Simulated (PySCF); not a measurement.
Gas-phase reaction: 2 AlCl3.NH3 → Al2H6 + 6 Cl + N2

Energies from PySCF, thermal terms from the rigid-rotor harmonic-oscillator model, ideal gas at 1 bar. † marks an energy on the PBE0/def2-TZVP geometry and frequencies; other levels use their own. Open shells (unrestricted): Cl (multiplicity 2); the rest are closed-shell singlets. Spin-orbit splitting is ignored; it lowers the true energy and changes the entropy of Cl. Adducts (AlCl3.NH3) have no counterpoise correction, and HF, PBE, BLYP, B3LYP and PBE0 lack dispersion. Al2H6: computed as isolated molecules; such fragments, hydroxides, amides, oligomers or adducts are transient or little studied in the gas.

ωB97X-V/def2-TZVP† gives ΔH°(298 K) = 2412 kJ.

What do PBE0/def2-TZVP, M06-2X/def2-TZVP†, PBE/def2-TZVP† give?

PBE0/def2-TZVP: 2420 kJ; M06-2X/def2-TZVP†: 2465 kJ; PBE/def2-TZVP†: 2409 kJ. For scale, ΔH°(298 K) is 2412 kJ at this level, 2440 kJ at ωB97M-V/def2-TZVP†, and runs from 1864 to 2768 kJ over the 18 levels computed.
